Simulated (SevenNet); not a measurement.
Litharge PbO

Method: the machine-learned potential SevenNet-0 (trained on PBE and PBE+U data).

Cell (relaxed at this level):

PbO is taken in the tetragonal space group P4/nmm, origin choice 1 (No. 129), Pearson symbol tP4. Cell: a = b = 4.0377 Å, c = 5.6002 Å, α = β = γ = 90.00°. Pb on 2c is surrounded by 4 O at 2.348 Å. O on 2a is coordinated by 4 Pb at 2.348 Å (tetrahedral). (Neighbours: up to the widest gap in distance over summed covalent radii, below 1.35, at either atom; cation-cation and far metal-metal contacts left out.)

| Property | Value |
|---|---|
| lattice parameter a | 4.038 Å |
| c axis length | 5.600 Å |

Measured, for comparison: lattice constant a 3.975 Å (room temperature, not corrected to a static lattice, our sources range from 3.964 to 3.975; as tabulated in Canepa et al. (2012), arXiv:1204.2842); lattice parameter c 5.023 Å (room temperature, not corrected to a static lattice, our sources range from 4.995 to 5.023; as tabulated in Canepa et al. (2012), arXiv:1204.2842). Computed (rounded) less measured: lattice constant a +1.6 % (+1.6 % to +1.9 % over the range), lattice parameter c +11.5 % (+11.5 % to +12.1 % over the range).

A machine-learned potential is trained on density-functional data: it inherits that level's misses and adds fitting errors of its own.

Note: the model gives imaginary modes for this phase (in the spectrum interpolated from a supercell); the model's c/a of 1.39 is far from the 1.26 of the starting cell; this model's volume lies 15 % above that of the starting cell (a measured, published or database cell).
